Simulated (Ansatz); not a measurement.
**B₂S+ (doublet): from Hartree-Fock to the top rungs, cc-pVDZ**

An exercise on one series of results from a longer session: the logs are not shown, and one member is left open.

Program: Ansatz 0.2.0, Gaussian basis. Level of theory: cc-pVDZ, core rule «outside noble gas», up to 7 orbitals frozen. These are calculated values, not measurements.

Plan: UHF; CCSD(T) on ROHF; CCSD(T) on UHF; BCCD(T) on ROHF; CISD; CCSDT(Q) on ROHF; CCSDT(Q) on UHF; CASSCF and MRCISD+Q, 9 electrons in 11 orbitals; CASSCF and NEVPT2, 9 electrons in 11 orbitals.

27 further runs of the same task are left out: 13 that didn't finish, 14 set aside as unsound or not needed.

### What is computed

The geometry is a PBE0/def2-TZVP stationary point (not a proven minimum) of the parent state, kept for this charge and spin.

3 atoms, charge 1, spin multiplicity 2.

Atoms are counted from 1 here; the program's logs count them from 0.

Bond lengths: B1–B2 1.593 Å, B2–S3 1.618 Å. Angles: B1–B2–S3 180.0°.

As a file:

```xyz
3

B     0.0000    0.0000    1.6010
B     0.0000    0.0000    0.0083
S     0.0000    0.0000   -1.6093
```

The first run:

in.yaml

```yaml
crystal:
  periodic: [false, false, false]
  atoms:
    - {symbol: B, position_ang: [0.000000, 0.000000, 1.601001]}
    - {symbol: B, position_ang: [0.000000, 0.000000, 0.008300]}
    - {symbol: S, position_ang: [0.000000, 0.000000, -1.609301]}
basis:
  gaussian: {orbitals: cc-pVDZ}
total_charge: 1
magnetization: {spin_polarized: true, initial_magnetization: 1}
hamiltonian: {xc: hf}
output: {orbitals: {seedname: orbitals}}
```

The run is started by

```bash
$ ansatz run in.yaml --threads 1 --pin off --events-out ev --progress --plain --max-ram 2393MiB
```

Among the steps run: UHF; CCSD(T) on ROHF; CCSD(T) on UHF; BCCD(T) on ROHF; CISD; CCSDT(Q) on ROHF; CCSDT(Q) on UHF; CASSCF and MRCISD+Q, 9 electrons in 11 orbitals; CASSCF and NEVPT2, 9 electrons in 11 orbitals.

One table of the session follows, with a row left open; its other results are not shown here.

It belongs to the step «Misses and costs». 

| method | from RCCSDT(Q) (meV) |
| --- | --- |
| ROHF | +7785.3 |
| UHF | +7455.2 |
| RMP2 | +1193.1 |
| UMP2 | +1804.5 |
| CISD | +1270.8 |
| RCCSD | +575.0 |
| UCCSD | ? |
| RCCSD(T) | +90.7 |
| UCCSD(T) | +168.4 |
| BCCD(T) | +101.2 |
| RCCSDT | +46.5 |
| UCCSDT | +47.9 |
| RCCSDT(Q) | 0 |
| UCCSDT(Q) | -23.9 |
| CASSCF valence | +4155.5 |
| NEVPT2 valence | +789.1 |
| MRCISD valence | +300.1 |
| MRCISD+Q valence | +27.0 |

**Question.** Estimate the row for UCCSD.

**Answer.** from RCCSDT(Q) (meV): +572.8. In the column «from RCCSDT(Q) (meV)» it lies between MRCISD valence (+300.1) and RCCSD (+575.0).

Caveats from the session: The determinant is far from a pure spin state, so its energy mixes those of several spin states (harmless only where they are near-degenerate, as at dissociation). Restricted and unrestricted rows rest on different reference determinants; where their highest levels disagree by more than a few hundredths of an eV, they describe different states and don't form one ladder.
